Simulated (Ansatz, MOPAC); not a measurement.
Process, species as SMILES: CC#N + C (CH4) -> C#N (CHN) [formonitrile] + CC (C2H6)

Wanted: bond separation energy (enthalpy at 298 K), in kcal/mol. Set-up: no dispersion term unless named; non-relativistic; no spin-orbit coupling. First-principles rows: single points at B3LYP-D3(BJ) geometries (Ansatz, a program for electronic structure), with unscaled harmonic terms from B3LYP/6-31G* (Ansatz) at its own minima. Semi-empirical rows: MOPAC heats of formation at their own minima for 298 K.

```csv
species,coefficient,"E at HF/3-21G (Ansatz), Eh","E at PBE/def2-TZVPD (Ansatz), Eh","H(298 K) - E, kcal/mol","heat of formation at PM3 (MOPAC), kcal/mol"
CC#N,-1,-131.19138,-132.63522,31.48,23.26
C#N (CHN),+1,-92.35365,-93.34719,12.52,32.94
C (CH4),-1,-39.97677,-40.46301,30.76,-13.03
CC (C2H6),+1,-78.79358,-79.73096,49.98,-18.16
```

Measured values: Active Thermochemical Tables 1.112 (ions: stationary electron), as tabulated in the package chemicals; G2/97 table in ASE (Curtiss et al.); they hold spin-orbit and core effects, anharmonicity.  Value to compare with, the measured value: 10.7 kcal/mol. 1 Eh = 627.5095 kcal/mol.

Question: Work the quantity out at each level, and compare with the measured value.

Answer: 
- HF/3-21G: the sum of coefficient times E is 0.02092 Eh, or 13.13 kcal/mol; the thermal terms add 0.26. Result: 13.4 kcal/mol. Its error against the measured value is 2.7 kcal/mol.
- PBE/def2-TZVPD: the sum of coefficient times E is 0.02008 Eh, or 12.60 kcal/mol; the thermal terms add 0.26. Result: 12.9 kcal/mol. Its error against the measured value is 2.2 kcal/mol.
- PM3: the sum of coefficient times heat of formation is 4.55 kcal/mol; it needs no thermal term. Its error against the measured value is -6.2 kcal/mol.
